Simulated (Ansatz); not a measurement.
Species: CH3O, SMILES `C[O]` (charge 0, multiplicity 2).

### Question
Give a relaxed geometry from PBE-D3(BJ)/def2-SVP run with Ansatz (a first-principles code).

### Answer
the end point of this relaxation (outside a Z-matrix the atoms follow the SMILES, hydrogens last).
Z-matrix (Å, degrees):
```
C
O 1 1.3444
H 1 1.1245 2 115.47
H 1 1.1248 3 110.69 2 -133.53
H 1 1.1325 3 103.90 4 -111.00
```
